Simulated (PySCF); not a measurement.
## Magnetic susceptibility: `FPF`, F₂HP

Molfile (atoms numbered from 1):
```
F2HP
     RDKit          3D

  4  3  0  0  0  0  0  0  0  0999 V2000
    1.2602   -0.5430    0.2998 F   0  0  0  0  0  0  0  0  0  0  0  0
   -0.1290   -0.3153   -0.4801 P   0  0  0  0  0  0  0  0  0  0  0  0
   -1.1277   -0.2425    0.7801 F   0  0  0  0  0  0  0  0  0  0  0  0
    0.0214    1.1116   -0.6239 H   0  0  0  0  0  0  0  0  0  0  0  0
  1  2  1  0
  2  3  1  0
  2  4  1  0
M  END
```

Method used: PySCF, GIAO KT3/aug-pcSseg-2 magnetisability, rotational g tensor and spin-rotation constants, non-relativistic, gas phase. Geometry: PBE0-D3(BJ)/def2-SVP.

Task: How diamagnetic is it, and how anisotropic?

Result: Isotropic -369 × 10⁻³⁰ J/T², or -22.2 × 10⁻⁶ cm³/mol; principal values -402, -368, -338 × 10⁻³⁰ J/T², anisotropy 55 × 10⁻³⁰ J/T² (root of half the summed squared differences of the principal values). The susceptibility is in cgs units.

Task: Split it along the inertial axes a, b, c into diamagnetic and paramagnetic parts about the centre of mass, with the quadrupole moment.

Result: 
```csv
axis,χ (10⁻⁶ cm³/mol),diamagnetic (10⁻⁶ cm³/mol),paramagnetic (10⁻⁶ cm³/mol),summed x² of all electrons (Å²),quadrupole Θ (D Å)
a,-22.1,-88.9,66.8,32.2,-1.78
b,-20.9,-164.7,143.8,14.4,+0.72
c,-23.7,-197.6,174.0,6.6,+1.06
```
Anisotropies 2χaa − χbb − χcc = +0.3 and 2χbb − χaa − χcc = +4.0 × 10⁻⁶ cm³/mol. Θ is traceless in Buckingham's convention.

Task: And the rotational g tensor?

Result: 
| axis | rotational constant (GHz) | g | nuclear part | electronic part |
| --- | --- | --- | --- | --- |
| a | 23.8964 | -0.2035 | 0.5464 | -0.7499 |
| b | 8.5429 | -0.0836 | 0.4934 | -0.5771 |
| c | 6.6134 | -0.0568 | 0.4838 | -0.5405 |

Asymmetric top; isotopes 19F, 1H, 31P; no vibrational averaging.
